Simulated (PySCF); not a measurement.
Compound: C₃H₄FO (doublet state).
Geometry (GFN2-xTB, Å), atoms numbered from 1 in this order:
```
atom  x, y, z in Å
C1    -0.9202   -0.0114    0.7086
C2    -0.0243    0.3090   -0.4146
F3    -0.4724    1.1926   -1.3137
C4     1.2649   -0.2374   -0.6217
O5     1.7853   -1.0550    0.1297
H6    -0.4269    0.2196    1.6549
H7    -1.8512    0.5429    0.6293
H8    -1.1235   -1.0840    0.7270
H9     1.7819    0.1297   -1.5247
```

The hyperfine couplings belong to this conformer and change with its torsions.

The species is `C[C](F)C=O` [radical].

Computed with UKS B3LYP, pcH-1 on C F H O, non-relativistic, mean-field spin-orbit, GIAO (PySCF). The structure is a single GFN2-xTB conformer in the gas phase; no vibrational or solvent corrections. GFN2-xTB frequencies show an imaginary mode (119i cm⁻¹), so this geometry is no minimum at that level. The geometry wasn't refined by DFT: couplings that depend on bond lengths, twists or pyramidal angles can differ widely from those at the functional's own minimum. The SCF solution wasn't tested for stability.

Task: Break the g tensor into its mass correction, gauge correction and orbital-Zeeman/spin–orbit terms.

Result: 
| Δg (ppt) | 1 | 2 | 3 |
| --- | --- | --- | --- |
| relativistic mass correction | -0.24 | -0.24 | -0.24 |
| gauge correction | -0.01 | 0.05 | 0.04 |
| orbital Zeeman/spin–orbit | -0.06 | 3.98 | 6.50 |
| total | -0.32 | 3.78 | 6.30 |

So g = 2.00200, 2.00610, 2.00862 and g_iso = 2.00558; the tensor is rhombic: the two nearest values differ by 38 % of g3 − g1. Axes: g2 points within 1° of the C1–C2 bond.

Task: What effective moment and Curie constant follow for a powder?

Result: With the mean of g² = 4.0223 and S(S+1) = 0.75: μ_eff = √(⟨g²⟩S(S+1)) = 1.737 μB and χT = 0.12505·⟨g²⟩·S(S+1) = 0.377 cm³ K/mol (cgs; spin-Hamiltonian part alone).

Task: What are the electron Larmor frequencies g μB B/h along the three axes at 350 mT?

Result: 9.8072, 9.8273, 9.8396 GHz for g1, g2 and g3, a range of 32.4 MHz.

Task: At 33.891 GHz, how far is the centre of the isotropic spectrum from where a free electron (g = 2.002319) resonates?

Result: B = hν/(g μB) with μB/h = 13.99624 MHz/mT gives 1209.32 mT for the free electron and 1207.35 mT at g_iso, 1.96 mT lower.

Task: In a frozen sample, at which fields do the three g values resonate at 9.5, 34, 94 and 263 GHz (hyperfine left aside), and which band first spreads them over more than twice a line width of 1.0 mT?

Result: 
```
band    GHz  B(g3) mT  B(g2) mT  B(g1) mT  spread mT
   X    9.5    337.92    338.34    339.04       1.12
   Q   34.0   1209.40   1210.92   1213.40       4.00
   W   94.0   3343.63   3347.83   3354.69      11.06
   J  263.0   9355.04   9366.80   9385.98      30.94
```

The spread grows in proportion to the frequency. Q band is the first where it exceeds 2.0 mT.

The largest Mulliken spin populations are on C2 (+0.66), O5 (+0.33), C4 (-0.07) and F3 (+0.07). The angles at C2 add up to 360.0°, so it is planar.

The HOMO–LUMO gaps are 6.58 eV among the α and 3.92 eV among the β orbitals.
